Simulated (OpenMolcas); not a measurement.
# A workflow on [AlH3]− (SMILES [AlH3-])

Wanted: the energy (ROHF/pcseg-0), then a single-point energy (CASSCF(3,3)/pcseg-0), then a single-point energy (CASPT2(3,3)/pcseg-0), then a single-point energy (SC-NEVPT2(3,3)/pcseg-0), then the energy (MRCI(3,3)/pcseg-0) of [AlH3]−. 

The results are computed with OpenMolcas 26.06.

1 further run of the same task is left out (set aside as unsound or not needed).

**1. The molecule**

[AlH3]− has 4 atoms, charge -1, and is taken as a doublet. As SMILES, `[AlH3-]`. The Al1–H4 distance was set to 2.527 Å, away from the relaxed value. At this shape a bond of the SMILES string is far longer than usual.

Bond lengths: Al1–H2 1.684 Å, Al1–H3 1.685 Å. Angles: H2–Al1–H3 101.1°.

**2. The energy at ROHF/pcseg-0 (run 1)**

The input, step1.input:

```
&gateway
  baslib=$CurrDir
  coord
  4
  angstrom
  Al      -0.761185       0.945780       0.022938
  H       -0.128205       1.244500       1.554638
  H       -1.950235      -0.193430       0.380698
  H        1.039250      -0.525560      -0.967690
  basis=pcseg-0
  group=NoSym

&seward

&scf
  uhf
  charge=-1
  spin=2
  scramble=0.25
  prorbitals=1 1

&rasscf
  fileorb=$Project.UnaOrb
  spin=2
  nactel=1 0 0
  inactive=8
  ras2=1
  outorbitals=Canonical
  orblisting=Nothing
```

The basis set pcseg-0 is read from a file made from the Basis Set Exchange's data (not shown).

Started as:

```
$ export MOLCAS_MEM=1860
$ pymolcas step1.input > step1.log
```

The log of the run, shortened:

```text
--- Start Module: gateway ---
[...]
--- Stop Module: gateway /rc=_RC_ALL_IS_WELL_ ---
[...]
      Basis functions           19
[...]
--- Start Module: scf ---
[...]
       Convergence after  17 Iterations
[...]
::    Total SCF energy                               -243.2434878079
[...]
      Total spin, S                                     0.5015574671
[...]
--- Stop Module: scf /rc=_RC_ALL_IS_WELL_ ---
--- Start Module: rasscf ---
[...]
      Number of active orbitals                  1
[...]
      Spin quantum number                      0.5
[...]
      Active orbitals                            1
[...]
      Number of CSFs                             1
[...]
      Number of root(s) required                 1
[...]
      Convergence after 10 iterations
[...]
      printout of CI-coefficients larger than  0.05 for root  1
      energy=    -243.243194
      conf/sym  1     Coeff  Weight
             1  u   1.00000 1.00000
      Natural orbitals and occupation numbers for root  1
      sym 1:   1.000000
      ************************************************************************************************************************
      *                                                    Final results                                                     *
[...]
::    RASSCF root number  1 Total energy:   -243.24319422
[...]
      Total electronic charge=   17.000000
      Total            charge=   -1.000000
[...]
      Dipole Moment (debye):
      Origin of the operator (angstrom)=   -0.7194    0.8681    0.0531
                   X= -3.2311E+00               Y=  3.9932E+00               Z=  1.2842E-01           Total=  5.1383E+00
      Center of Charge (angstrom)
[...]
--- Stop Module: rasscf /rc=_RC_ALL_IS_WELL_ ---
[...]
```

It took 3.3 s on 1 thread of Intel Xeon Platinum 8259CL at 2.50GHz (Skylake/Cascade Lake), shared host; peak memory 0.37 GiB.

**3. The energy at CASSCF(3,3)/pcseg-0 (run 2)**

The input, step2.inp:

```
* AlH3 CASSCF

&gateway
  baslib=$CurrDir
  coord
  4
  angstrom
  Al      -0.761185       0.945780       0.022938
  H       -0.128205       1.244500       1.554638
  H       -1.950235      -0.193430       0.380698
  H        1.039250      -0.525560      -0.967690
  basis=pcseg-0
  group=NoSym

&seward

&rasscf
  fileorb=$CurrDir/step1.RasOrb
  spin=2
  nactel=3 0 0
  inactive=7
  ras2=3
  orblisting=Nothing
```

The basis set pcseg-0 is read from a file made from the Basis Set Exchange's data (not shown).

Started as:

```
$ export MOLCAS_MEM=1860
$ pymolcas step2.inp > step2.log
```

The log of the run, shortened:

```text
--- Start Module: gateway ---
[...]
--- Stop Module: gateway /rc=_RC_ALL_IS_WELL_ ---
--- Start Module: seward ---
[...]
      Basis functions           19
--- Stop Module: seward /rc=_RC_ALL_IS_WELL_ ---
--- Start Module: rasscf ---
[...]
      Number of active orbitals                  3
[...]
      Spin quantum number                      0.5
[...]
      Active orbitals                            3
[...]
      Number of CSFs                             8
[...]
      Number of root(s) required                 1
[...]
      Convergence after 12 iterations
[...]
      printout of CI-coefficients larger than  0.05 for root  1
      energy=    -243.264981
      conf/sym  111     Coeff  Weight
             1  2u0   0.98086 0.96208
             5  02u   0.08176 0.00668
             8  0u2   0.16902 0.02857
      Natural orbitals and occupation numbers for root  1
      sym 1:   1.927032   1.004182   0.068785
      ************************************************************************************************************************
      *                                                    Final results                                                     *
[...]
::    RASSCF root number  1 Total energy:   -243.26498117
[...]
      Total electronic charge=   17.000000
      Total            charge=   -1.000000
[...]
      Dipole Moment (debye):
      Origin of the operator (angstrom)=   -0.7194    0.8681    0.0531
                   X= -2.3149E+00               Y=  3.2191E+00               Z= -3.4451E-01           Total=  3.9800E+00
      Center of Charge (angstrom)
[...]
--- Stop Module: rasscf /rc=_RC_ALL_IS_WELL_ ---
[...]
```

Wall time 2.4 s (1 thread of Intel Xeon Platinum 8259CL at 2.50GHz (Skylake/Cascade Lake), shared host); peak memory 0.37 GiB.

**4. A single-point energy at CASPT2(3,3)/pcseg-0 (run 3)**

The input, step3.inp:

```
&GATEWAY
BASLIB = $CurrDir
COORD
4
angstrom
Al      -0.761185       0.945780       0.022938
H       -0.128205       1.244500       1.554638
H       -1.950235      -0.193430       0.380698
H        1.039250      -0.525560      -0.967690
BASIS = pcseg-0
GROUP = NoSym
&SEWARD
&RASSCF
FILEORB = $CurrDir/step2.RasOrb
SPIN = 2
NACTEL = 3 0 0
INACTIVE = 7
RAS2 = 3
ORBLISTING = Nothing
&CASPT2
IMAGINARY = 0.1
FROZEN = 5
```

The basis set pcseg-0 is read from a file made from the Basis Set Exchange's data (not shown).

Started as:

```
$ export MOLCAS_MEM=1860
$ pymolcas step3.inp > step3.log
```

The log of the run, shortened:

```text
--- Start Module: gateway ---
[...]
--- Stop Module: gateway /rc=_RC_ALL_IS_WELL_ ---
[...]
      Basis functions           19
[...]
--- Start Module: rasscf ---
[...]
      Number of active orbitals                  3
[...]
      Spin quantum number                      0.5
[...]
      Active orbitals                            3
[...]
      Number of CSFs                             8
[...]
      Number of root(s) required                 1
[...]
      Convergence after  4 iterations
[...]
      printout of CI-coefficients larger than  0.05 for root  1
      energy=    -243.264981
      conf/sym  111     Coeff  Weight
             1  2u0   0.98086 0.96208
             5  02u   0.08176 0.00668
             8  0u2   0.16902 0.02857
      Natural orbitals and occupation numbers for root  1
      sym 1:   1.927032   1.004182   0.068785
      ************************************************************************************************************************
      *                                                    Final results                                                     *
[...]
::    RASSCF root number  1 Total energy:   -243.26498117
[...]
      Total electronic charge=   17.000000
      Total            charge=   -1.000000
[...]
      Dipole Moment (debye):
      Origin of the operator (angstrom)=   -0.7194    0.8681    0.0531
                   X= -2.3149E+00               Y=  3.2191E+00               Z= -3.4454E-01           Total=  3.9799E+00
      Center of Charge (angstrom)
[...]
--- Stop Module: rasscf /rc=_RC_ALL_IS_WELL_ ---
--- Start Module: caspt2 ---
[...]
 ###    WARNING: User changed nr of frozen orbitals.                         ###
 ###############################################################################
[...]
      E2 (Variational):          -0.0322973782
      Total energy:            -243.2972785517
[...]
      Reference weight:           0.98203
[...]
::    CASPT2 Root  1     Total energy:   -243.29727855
[...]
--- Stop Module: caspt2 /rc=_RC_ALL_IS_WELL_ ---
[...]
```

Wall time 2.3 s (1 thread of Intel Xeon Platinum 8259CL at 2.50GHz (Skylake/Cascade Lake), shared host); peak memory 0.37 GiB.

**5. A single-point energy at SC-NEVPT2(3,3)/pcseg-0 (run 4)**

The input, step4.inp:

```
* AlH3 NEVPT2

&gateway
 baslib=$CurrDir
 coord
 4
 angstrom
 Al      -0.761185       0.945780       0.022938
 H       -0.128205       1.244500       1.554638
 H       -1.950235      -0.193430       0.380698
 H        1.039250      -0.525560      -0.967690
 basis=pcseg-0
 group=NoSym

&seward

&rasscf
 fileorb=$CurrDir/step2.RasOrb
 spin=2
 nactel=3 0 0
 inactive=7
 ras2=3
 orblisting=Nothing

&caspt2
 sc-nevpt2
 frozen=5
```

The basis set pcseg-0 is read from a file made from the Basis Set Exchange's data (not shown).

Started as:

```
$ export MOLCAS_MEM=1860
$ pymolcas step4.inp > step4.log
```

The log of the run, shortened:

```text
--- Start Module: gateway ---
[...]
--- Stop Module: gateway /rc=_RC_ALL_IS_WELL_ ---
[...]
      Basis functions           19
[...]
--- Start Module: rasscf ---
[...]
      Number of active orbitals                  3
[...]
      Spin quantum number                      0.5
[...]
      Active orbitals                            3
[...]
      Number of CSFs                             8
[...]
      Number of root(s) required                 1
[...]
      Convergence after  4 iterations
[...]
      printout of CI-coefficients larger than  0.05 for root  1
      energy=    -243.264981
      conf/sym  111     Coeff  Weight
             1  2u0   0.98086 0.96208
             5  02u   0.08176 0.00668
             8  0u2   0.16902 0.02857
      Natural orbitals and occupation numbers for root  1
      sym 1:   1.927032   1.004182   0.068785
      ************************************************************************************************************************
      *                                                    Final results                                                     *
[...]
::    RASSCF root number  1 Total energy:   -243.26498117
[...]
      Total electronic charge=   17.000000
      Total            charge=   -1.000000
[...]
      Dipole Moment (debye):
      Origin of the operator (angstrom)=   -0.7194    0.8681    0.0531
                   X= -2.3149E+00               Y=  3.2191E+00               Z= -3.4454E-01           Total=  3.9799E+00
      Center of Charge (angstrom)
[...]
--- Stop Module: rasscf /rc=_RC_ALL_IS_WELL_ ---
--- Start Module: caspt2 ---
[...]
 ###    WARNING: User changed nr of frozen orbitals.                         ###
 ###############################################################################
[...]
      E2 (Variational):          -0.0317548436
[...]
      E2 (Variational):          -0.0317046407
      Total energy:            -243.2966858143
[...]
      Reference weight:           0.98258
[...]
::    SC-NEVPT2 Root  1     Total energy:   -243.29668581
[...]
--- Stop Module: caspt2 /rc=_RC_ALL_IS_WELL_ ---
[...]
```

Run time: 2.5 s. Hardware: 1 thread of Intel Xeon Platinum 8259CL at 2.50GHz (Skylake/Cascade Lake), shared host; peak memory 0.37 GiB.

**6. A single-point energy at MRCI(3,3)/pcseg-0 (run 5)**

The input, step5.inp:

```
&gateway
baslib=$CurrDir
coord
4
angstrom
Al      -0.761185       0.945780       0.022938
H       -0.128205       1.244500       1.554638
H       -1.950235      -0.193430       0.380698
H        1.039250      -0.525560      -0.967690
basis=pcseg-0
group=NoSym
&seward
&rasscf
fileorb=$CurrDir/step2.RasOrb
spin=2
nactel=3 0 0
inactive=7
ras2=3
orblisting=Nothing
&motra
lumorb
frozen=5
&guga
electrons=7
spin=2
inactive=2
active=3
ciall=1
&mrci
sdci
```

The basis set pcseg-0 is read from a file made from the Basis Set Exchange's data (not shown).

Started as:

```
$ export MOLCAS_MEM=1860
$ pymolcas step5.inp > step5.log
```

The log of the run, shortened:

```text
--- Start Module: gateway ---
[...]
--- Stop Module: gateway /rc=_RC_ALL_IS_WELL_ ---
[...]
      Basis functions           19
[...]
      Number of active orbitals                  3
[...]
      Spin quantum number                      0.5
[...]
      Active orbitals                            3
[...]
      Number of CSFs                             8
[...]
      Number of root(s) required                 1
[...]
      Convergence after  4 iterations
[...]
      printout of CI-coefficients larger than  0.05 for root  1
      energy=    -243.264981
      conf/sym  111     Coeff  Weight
             1  2u0   0.98086 0.96208
             5  02u   0.08176 0.00668
             8  0u2   0.16902 0.02857
      Natural orbitals and occupation numbers for root  1
      sym 1:   1.927032   1.004182   0.068785
      ************************************************************************************************************************
      *                                                    Final results                                                     *
[...]
::    RASSCF root number  1 Total energy:   -243.26498117
[...]
      Dipole Moment (debye):
      Origin of the operator (angstrom)=   -0.7194    0.8681    0.0531
                   X= -2.3149E+00               Y=  3.2191E+00               Z= -3.4454E-01           Total=  3.9799E+00
      Center of Charge (angstrom)
[...]
      *** WARNING: Default frozen orbitals is overwritten by user input.
      *** Default values:   2
[...]
--- Start Module: guga ---
[...]
--- Stop Module: guga /rc=_RC_ALL_IS_WELL_ ---
--- Start Module: mrci ---
[...]
       (But an ACPF correction will be computed)
       USE THE DEFAULT ACPF G-VALUE GFAC=  0.28571428571428570
[...]
                      CI ENERGY:  -243.31059003
[...]
                ACPF CORRECTION:    -0.00134793
[...]
      Total electronic charge=   17.000000
      Total            charge=   -1.000000
[...]
     ACPF CORRECTION:     -0.00134793
[...]
  CI State   1     Total energy:   -243.31059003     QDav:     -0.00190967     QACPF:     -0.00134793
[...]
--- Stop Module: mrci /rc=_RC_ALL_IS_WELL_ ---
[...]
```

Wall time 2.5 s (1 thread of Intel Xeon Platinum 8259CL at 2.50GHz (Skylake/Cascade Lake), shared host); peak memory 0.37 GiB.

**7. What came out**

```
                                   quantity          value
          run 1, ROHF/pcseg-0: total energy  -243.24319 Eh
   run 2, CASSCF(3,3)/pcseg-0: total energy  -243.26498 Eh
   run 3, CASPT2(3,3)/pcseg-0: total energy  -243.29728 Eh
run 4, SC-NEVPT2(3,3)/pcseg-0: total energy  -243.29669 Eh
     run 5, MRCI(3,3)/pcseg-0: total energy  -243.31059 Eh
```

**Reading.** Mulliken charges (run 1, ROHF/pcseg-0) run from -0.50 on H4 to +0.35 on Al1. Mulliken charges (run 2, CASSCF(3,3)/pcseg-0) run from -0.43 on H2 to +0.23 on Al1. Mulliken charges (run 3, CASPT2(3,3)/pcseg-0) of the CASSCF density run from -0.43 on H2 to +0.23 on Al1. Mulliken charges (run 5, MRCI(3,3)/pcseg-0) of the CASSCF density run from -0.43 on H2 to +0.23 on Al1.
